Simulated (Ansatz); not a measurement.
Dimethylamine: measurement beside calculation (Ansatz, PBE0-D4/def2-TZVP geometry).

```xyz
10

C    -1.154   -0.095   -0.347
N    -0.047   -0.527    0.474
C     1.196    0.119    0.121
H    -2.077   -0.567   -0.006
H    -0.984   -0.411   -1.381
H    -1.305    0.998   -0.358
H    -0.257   -0.358    1.449
H     1.492   -0.185   -0.887
H     1.988   -0.196    0.805
H     1.148    1.222    0.131
```

Enthalpy of formation at 298 K: -4.4 kcal/mol (zero for an element's reference state; older measured values of the G2 set, as listed by Staroverov and co-workers, J. Chem. Phys. 119, 12129, 2003). With their computed zero-point and thermal terms and the atoms' enthalpies of Curtiss and co-workers (1997) it gives an electronic atomization energy of 870.1 kcal/mol.

```csv
level,atomization (kcal/mol),error,error per bond
LDA (SPW92),989.1,119.0,13.2
PBE-D4,886.2,16.1,1.8
revPBE-D4,867.5,-2.6,-0.3
BLYP-D4,871.8,1.7,0.2
r2SCAN-D4,868.2,-1.9,-0.2
B97M-V,870.0,-0.1,0.0
PBE0-D4,873.2,3.1,0.3
B3LYP-D4,874.7,4.6,0.5
r2SCANh-D4,864.4,-5.7,-0.6
r2SCAN0-D4,859.1,-11.0,-1.2
HSE06-D4,873.8,3.7,0.4
BHLYP-D4,851.7,-18.4,-2.0
CAM-B3LYP-D4,877.5,7.4,0.8
ωB97X-V,872.6,2.5,0.3
ωB97M-V,873.3,3.3,0.4
B2PLYP,863.8,-6.3,-0.7
PBE-QIDH,864.1,-6.0,-0.7
PBE,883.4,13.3,1.5
revPBE,856.3,-13.8,-1.5
BLYP,865.2,-4.8,-0.5
r2SCAN,867.5,-2.6,-0.3
PBE0,870.9,0.8,0.1
B3LYP,870.2,0.1,0.0
r2SCANh,863.7,-6.4,-0.7
r2SCAN0,858.3,-11.8,-1.3
HSE06,871.7,1.6,0.2
BHLYP,848.8,-21.3,-2.4
CAM-B3LYP,875.2,5.1,0.6
LC-ωPBE,868.3,-1.8,-0.2
HF/def2-TZVPP,634.2,-235.9,-26.2
MP2/def2-TZVPP,852.9,-17.2,-1.9
SCS-MP2/def2-TZVPP,857.1,-13.0,-1.4
CCSD/def2-TZVPP,839.2,-30.9,-3.4
CCSD(T)/def2-TZVPP,849.2,-20.9,-2.3
HF/def2-QZVPP,635.3,-234.7,-26.1
MP2/def2-QZVPP,865.4,-4.7,-0.5
SCS-MP2/def2-QZVPP,871.4,1.3,0.1
HF/CBS(def2),635.5,-234.6,-26.1
MP2/CBS(def2),873.9,3.9,0.4
CCSD/CBS(def2),860.3,-9.8,-1.1
CCSD(T)/CBS(def2),870.2,0.1,0.0
```

Functionals use def2-TZVPP; B3LYP here is the variant with VWN-RPA as its local correlation; programs differ in this. The calculations leave out spin–orbit coupling, scalar relativity and, for the correlated methods, core correlation; together these are worth up to about 1 kcal/mol a heavy atom. HSE06 is defined as in plane-wave codes. CBS adds triple-zeta CCSD(T) − MP2 to the MP2 limit. T1 = 0.009.
